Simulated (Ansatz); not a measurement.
Geometry optimisation, RKS B3LYP-D4/def2-SVP in Ansatz.

The input (input.yaml):

```yaml
crystal:
  periodic: [false, false, false]
  atoms:
    - { symbol: O, position_ang: [-1.4166, -0.9305, 0.3543] }
    - { symbol: C, position_ang: [-0.6127, -0.5476, 1.1475] }
    - { symbol: S, position_ang: [0.7973, 0.3571, 0.7065] }
    - { symbol: C, position_ang: [0.6445, 0.494, -1.0169] }
    - { symbol: S, position_ang: [1.6028, 1.3831, -1.9944] }
    - { symbol: H, position_ang: [-0.6997, -0.7755, 2.2174] }
    - { symbol: H, position_ang: [-0.2542, -0.0486, -1.46] }
basis:
  gaussian: { orbitals: def2-SVP }
hamiltonian:
  xc: b3lyp
  dispersion: d4
relax:
  f_tol: 0.015
  max_steps: 40
output:
  orbitals: {}
```

Run as:

```bash
$ ansatz run input.yaml --threads 1 --pin off --max-ram 2048MiB --backend cpu --events-out ev --progress --plain --runs-dir out
```

Q: Where does it end, and by what steps?

A: The forces met the threshold. After 5 steps the energy has fallen by 0.151 eV; H7 moved furthest, 0.09 Å.

```csv
step,energy less start (eV),largest force component (eV/Å),accepted
0,0.0000,1.647,yes
1,0.1077,2.035,no
2,-0.1394,0.352,yes
3,-0.1477,0.308,yes
4,-0.1503,0.069,yes
5,-0.1505,0.009,yes
```

```xyz
7
Properties=species:S:1:pos:R:3
O -1.446 -1.000 0.344
C -0.637 -0.585 1.122
S 0.814 0.411 0.707
C 0.629 0.535 -1.038
S 1.649 1.331 -2.012
H -0.678 -0.764 2.221
H -0.269 0.003 -1.389
```

Whether the end is a true minimum wasn't checked by a vibrational analysis.

Run time: 24 s on 1 thread of Arm Neoverse V1, on a shared host, peak memory 0.18 GiB.
